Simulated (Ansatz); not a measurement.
Sb₂Se₃ (Pnma, No. 62), treated with PBE-D3(BJ) in Ansatz (plane waves, PAW).

Settings: plane-wave cutoff 500 eV, 4×10×4 k mesh (along the axes of the cell as run), Fermi–Dirac smearing 0.05 eV, scalar-relativistic PAW data made under PBE.

Cell (relaxed at this level):

Sb$_{2}$Se$_{3}$ has the orthorhombic space group Pnma (No. 62), Pearson symbol oP20. Conventional cell: a = 11.669 Å, b = 3.990 Å, c = 11.361 Å, α = β = γ = 90.00°. Sb1 on 4c has 7 Se at 2.636–3.418 Å. Sb2 on 4c sees 3 Se at 2.716–2.731 Å and 3 Se at 3.079–3.123 Å. Se1 on 4c is surrounded by 1 Sb at 2.636 Å and 4 Sb at 3.009–3.123 Å (square pyramidal). Se2 on 4c has 3 Sb at 2.731–2.793 Å (trigonal pyramidal). Se3 on 4c has 2 Sb at 2.716 Å and 1 Sb at 3.079 Å and 2 Sb at 3.418 Å (no clear gap to further neighbours). (Neighbours: up to the widest gap in distance over summed covalent radii, below 1.35, at either atom.)

**Question.** Estimate the band gap that the calculation returns.

**Answer.** 
- band gap: 0.85 eV (on the SCF k mesh)

Note: the relaxation could not lower the start's symmetry, so the cell can be a saddle point above a distorted one.

Spin–orbit coupling is not included; with these elements it can move the gap by several tenths of an eV or more.

Static lattice: no zero-point or thermal effects.

Computing time: very roughly 50 core-minutes.

Ansatz is a first-principles code.
